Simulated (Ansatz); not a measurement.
```yaml
crystal:
  periodic: [false, false, false]
  atoms:
    - {symbol: Be, position_ang: [-0.068097, 0.116881, -0.006582]}
    - {symbol: H, position_ang: [1.064855, -0.909241, 0.064056]}
    - {symbol: H, position_ang: [-0.721815, 1.238923, -0.069770]}
    - {symbol: H, position_ang: [0.265826, -1.374738, 0.064566]}
basis:
  gaussian: {orbitals: def2-TZVP}
total_charge: 1
hamiltonian: {xc: pbe0}
relax: {f_tol: 0.004, max_steps: 80}
```

```sh
$ ansatz run in.yaml --threads 1 --pin off --events-out ev --progress --plain --max-ram 2176MiB
```

Steps of the relaxation (energy above the last step; positions in Å, forces in eV/Å):

```
4
step 1, 358.8 meV
Be   -0.068    0.117   -0.007   -0.694    1.192   -0.067
H     1.065   -0.909    0.064   -2.032   -2.103    0.040
H    -0.722    1.239   -0.070   -0.105    0.180   -0.010
H     0.266   -1.375    0.065    2.831    0.731    0.037
```

```
4
step 2, 123.3 meV
Be   -0.098    0.169   -0.009   -0.101    0.173   -0.010
H     1.000   -1.021    0.067    2.745    1.425    0.006
H    -0.756    1.298   -0.073   -0.051    0.087   -0.005
H     0.395   -1.373    0.068   -2.594   -1.685    0.009
```

```
4
step 3, 4.4 meV
Be   -0.103    0.176   -0.010   -0.079    0.136   -0.008
H     1.037   -1.012    0.068    0.269    0.041    0.005
H    -0.763    1.309   -0.074   -0.022    0.037   -0.002
H     0.370   -1.401    0.068   -0.168   -0.214    0.005
```

```
4
step 4, 0.2 meV
Be   -0.109    0.187   -0.011   -0.021    0.035   -0.002
H     1.047   -1.022    0.068    0.012   -0.021    0.001
H    -0.770    1.321   -0.074   -0.004    0.007    0.000
H     0.372   -1.415    0.069    0.012   -0.021    0.001
```

```
4
step 5, 0.0 meV
Be   -0.111    0.191   -0.011    0.006   -0.010    0.001
H     1.050   -1.027    0.069    0.001    0.009    0.000
H    -0.773    1.327   -0.075    0.001   -0.003    0.000
H     0.375   -1.420    0.069   -0.009    0.003    0.000
```

```
4
step 6, 0.0 meV
Be   -0.111    0.190   -0.011    0.000   -0.001    0.000
H     1.049   -1.025    0.069    0.000    0.000    0.000
H    -0.772    1.326   -0.075    0.000    0.000    0.000
H     0.375   -1.418    0.069    0.000    0.000    0.000
```

Close pairs at the end: H2–H4 0.781 Å, Be1–H3 1.316 Å, Be1–H4 1.682 Å, Be1–H2 1.682 Å.

A stationary point of restricted PBE0 after 6 steps (its stability towards spin polarisation wasn't tested); no frequencies were run, so it isn't proven a minimum. 2.4 s on 1 thread of Arm Neoverse V2, shared host.
